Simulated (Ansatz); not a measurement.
Geometry optimisation, RKS r2SCANh-D4/6-31G* in Ansatz.

input.yaml

```yaml
crystal:
  periodic: [false, false, false]
  atoms:
    - { symbol: Al, position_ang: [0.066469, -0.171825, 0.274] }
    - { symbol: H, position_ang: [0.515732, -0.595067, 1.698348] }
    - { symbol: "N", position_ang: [1.86597, 0.091754, -0.052288] }
    - { symbol: H, position_ang: [2.473029, -0.106654, 0.730162] }
    - { symbol: H, position_ang: [2.404522, 0.402269, -0.850984] }
    - { symbol: C, position_ang: [-1.484356, 0.057926, -0.880764] }
    - { symbol: H, position_ang: [-2.182439, -0.782377, -0.801034] }
    - { symbol: H, position_ang: [-2.047801, 0.963805, -0.628701] }
    - { symbol: H, position_ang: [-1.183826, 0.14017, -1.930238] }
basis:
  gaussian: { orbitals: "6-31G*" }
hamiltonian:
  xc: r2scanh
  dispersion: d4
relax:
  f_tol: 0.03
  max_steps: 50
```

Launched with:

```bash
$ ansatz run input.yaml --threads 1 --pin off --max-ram 2048MiB --backend cpu --events-out ev --progress --plain --runs-dir out
```

Task: Where does it end, and by what steps?

Result: It converged. After 10 steps the energy has fallen by 0.540 eV; H2 moved furthest, 0.61 Å.

```tsv
step	energy less start (eV)	largest force component (eV/Å)	accepted
0	0.0000	2.280	yes
1	-0.3287	1.224	yes
2	-0.4690	0.301	yes
3	-0.4691	0.667	yes
4	-0.5096	0.315	yes
5	-0.5365	0.274	yes
6	-0.5392	0.089	yes
7	-0.5398	0.072	yes
8	-0.5401	0.032	yes
9	-0.5403	0.031	yes
10	-0.5404	0.024	yes
```

```xyz
9
Properties=species:S:1:pos:R:3
Al 0.151 -0.181 0.419
H -0.039 -0.602 1.944
N 1.827 0.075 -0.116
H 2.641 -0.028 0.474
H 2.107 0.345 -1.049
C -1.327 0.061 -0.839
H -1.957 -0.836 -0.893
H -1.987 0.880 -0.526
H -0.989 0.286 -1.856
```

Whether the end is a true minimum wasn't checked by a vibrational analysis.

The run took 48 s on 1 thread of Arm Neoverse V1 (shared host), peak memory 0.15 GiB.
